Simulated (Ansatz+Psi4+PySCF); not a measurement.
The numbers below are computed, except where a source is named.
Input for Psi4 1.11:

```
molecule {
0 1
O 0.000000 0.000000 0.119260
H 0.000000 2.289720 -1.669660
H 0.000000 -0.763240 -0.477050
}

set basis cc-pVTZ
set reference rhf
set scf_type pk
set mp2_type conv
set cc_type conv
set num_frozen_docc 1
energy('mp2')
```

The input is written out from the run's settings.

Output:

* Converged: yes
* Reference energy: -75.71515 hartree
* Correlation energy: -0.36882 hartree
* Total energy: -76.08397 hartree
* Spin squared of the determinant: 0.000
* Occupied orbitals by symmetry in an Abelian subgroup (alpha; beta): 4 Ap 1 App; 4 Ap 1 App

Caution: large amplitudes, a single reference is doubtful; an unrestricted determinant lies well below.
